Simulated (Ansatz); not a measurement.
```yaml
crystal:
  periodic: [false, false, false]
  atoms:
    - {symbol: Li, position_ang: [0.000000, 0.000000, 0.000000]}
    - {symbol: Na, position_ang: [0.000000, 0.000000, 2.678400]}
basis:
  gaussian: {orbitals: def2-TZVP}
total_charge: 1
magnetization: {spin_polarized: true, initial_magnetization: 3}
hamiltonian: {xc: pbe0}
relax: {f_tol: 0.004, max_steps: 80}
```

```sh
$ ansatz run in.yaml --threads 1 --pin off --events-out ev --progress --plain --max-ram 2176MiB
```

Steps of the relaxation (energy above the last step; positions in Å, forces in eV/Å):

```
2
step 1, 513.9 meV
Li    0.000    0.000    0.000    0.000    0.000   -1.586
Na    0.000    0.000    2.678    0.000    0.000    1.586
```

```
2
step 2, 116.9 meV
Li    0.000    0.000   -0.195    0.000    0.000   -0.570
Na    0.000    0.000    2.873    0.000    0.000    0.570
```

```
2
step 3, 29.7 meV
Li    0.000    0.000   -0.304    0.000    0.000   -0.248
Na    0.000    0.000    2.983    0.000    0.000    0.248
```

```
2
step 7, 0.0 meV
Li    0.000    0.000   -0.433    0.000    0.000   -0.004
Na    0.000    0.000    3.111    0.000    0.000    0.004
```

Close pairs at the end: Li1–Na2 3.544 Å.

A stationary point of unrestricted PBE0 after 7 steps, with ⟨S²⟩ = 3.751 against 3.75 for a pure state. 12 s on 1 thread of Intel Xeon 6975P-C, shared host.
